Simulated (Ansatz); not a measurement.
```yaml
crystal:
  periodic: [false, false, false]
  atoms:
    - {symbol: C, position_ang: [-0.756084, 0.427606, 1.044716]}
    - {symbol: C, position_ang: [0.744420, 0.274273, 1.102028]}
    - {symbol: O, position_ang: [1.197861, -0.769242, 0.260318]}
    - {symbol: C, position_ang: [0.360263, -0.986522, -0.859601]}
    - {symbol: C, position_ang: [-0.352357, 0.276275, -1.278918]}
    - {symbol: O, position_ang: [-1.199871, 0.764858, -0.256187]}
    - {symbol: H, position_ang: [-1.234511, -0.503957, 1.378265]}
    - {symbol: H, position_ang: [-1.077663, 1.227828, 1.716556]}
    - {symbol: H, position_ang: [1.222625, 1.222872, 0.820177]}
    - {symbol: H, position_ang: [1.058369, 0.031235, 2.120605]}
    - {symbol: H, position_ang: [0.992733, -1.348960, -1.674313]}
    - {symbol: H, position_ang: [-0.378276, -1.768575, -0.633943]}
    - {symbol: H, position_ang: [0.386409, 1.041350, -1.556145]}
    - {symbol: H, position_ang: [-0.977019, 0.081759, -2.154756]}
basis:
  gaussian: {orbitals: def2-SVP}
total_charge: -1
magnetization: {spin_polarized: true, initial_magnetization: 2}
hamiltonian: {xc: {name: r2SCAN0}, dispersion: d4}
```

```sh
$ ansatz run in.yaml --threads 2 --pin off --events-out ev --progress --plain --max-ram 22528MiB --backend cpu
```

It prints (some lines left out):

```
Error: a molecule whose nuclei and cores have a total charge of 48 cannot have a net charge of -1 together with 2 unpaired electrons
```

(1) Something in this input is off. What?

Answers

(1) The number of unpaired electrons doesn't fit the electron count. The input was rejected before any iteration.
